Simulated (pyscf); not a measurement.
Concerted two-bond exchange: `[SiH3][SiH][SiH3]` [doublet] + `[F][SiH3]` -> `[SiH2][SiH]([SiH3])[SiH3]` [doublet] + `[FH]`

Gas phase, doublet surface, charge 0. Bonds broken: Si2–H7, Si2–F15. Bonds formed: Si1–Si2, H7–F15. PySCF, gas phase, ωB97X-D3(BJ)/def2-SVP geometries.

Transition state (Å):

```xyz
15

Si     0.0124     0.2850     0.6512
Si     0.6795     2.3379    -0.2663
Si    -2.2962     0.3415     1.0033
Si     0.4883    -1.3641    -0.9255
H      0.7422     0.0291     1.9298
H      0.0164     2.4513    -1.5911
H      2.3392     2.0646    -0.3409
H      0.3042     3.4488     0.6453
H     -2.9587     0.6111    -0.3074
H     -2.7920    -0.9627     1.5349
H     -2.6579     1.4287     1.9595
H      1.9463    -1.3799    -1.2457
H      0.0806    -2.7125    -0.4335
H     -0.2738    -1.0532    -2.1715
F      2.3973     3.1981    -0.8829
```

One imaginary mode, 904i cm⁻¹; descent along it reached the two sides named, in the forms told below.

```json
[
 {"bond": "Si2–H7", "change": "breaks", "reactant side (Å)": "1.487", "saddle": "1.684", "product side": "2.9"},
 {"bond": "Si2–F15", "change": "breaks", "reactant side (Å)": "1.631", "saddle": "2.018", "product side": "3.0"},
 {"bond": "Si1–Si2", "change": "forms", "reactant side (Å)": "3.3", "saddle": "2.345", "product side": "2.318"},
 {"bond": "H7–F15", "change": "forms", "reactant side (Å)": "2.520", "saddle": "1.258", "product side": "0.926"}
]
```

Electronic energies relative to the separated reactants (eV):

```json
[
 {"level": "ωB97X-D3(BJ)/def2-TZVP", "barrier": "2.09", "reaction energy": "+1.18", "reverse barrier": "0.91"},
 {"level": "PBE/def2-TZVP", "barrier": "1.79", "reaction energy": "+1.17", "reverse barrier": "0.63"},
 {"level": "r²SCAN/def2-TZVP", "barrier": "2.05", "reaction energy": "+1.31", "reverse barrier": "0.74"},
 {"level": "B3LYP-D3(BJ)/def2-TZVP", "barrier": "2.16", "reaction energy": "+1.31", "reverse barrier": "0.85"},
 {"level": "PBE0-D3(BJ)/def2-TZVP", "barrier": "1.97", "reaction energy": "+1.10", "reverse barrier": "0.86"},
 {"level": "M06-2X/def2-TZVP", "barrier": "2.47", "reaction energy": "+1.39", "reverse barrier": "1.08"},
 {"level": "ωB97M-D3(BJ)/def2-TZVP", "barrier": "2.28", "reaction energy": "+1.37", "reverse barrier": "0.91"},
 {"level": "HF/def2-TZVP", "barrier": "3.44", "reaction energy": "+1.70", "reverse barrier": "1.74"}
]
```

With ωB97M-D3(BJ)/def2-TZVP energies and thermal terms (ideal gas, 1 atm, RRHO with modes under 100 cm⁻¹ raised to 100, one conformer, R ln 2 for chiral ones without a mode under 150 cm⁻¹), in eV:

```tsv
T (K)	ΔH‡	ΔG‡	ΔH	ΔG
298	2.20	2.65	+1.39	+1.40
600	2.25	3.09	+1.44	+1.39
900	2.29	3.50	+1.47	+1.36
1200	2.33	3.90	+1.49	+1.32
```

On the reactant side the descent ends in a complex, 0.21 eV under the separated species and 2.30 eV under the saddle at ωB97X-D3(BJ)/def2-TZVP. This saddle turned up in a search for another step; its sides and bond changes are read from the two ends of the descent. The same reactants have a lower exit, to F–SiH(SiH₃)–SiH₃ + SiH₃• (barrier +0.96 eV at ωB97M-D3(BJ)/def2-TZVP, against +2.28 eV here). This is the saddle that the search found; another between the same sides may lie lower.
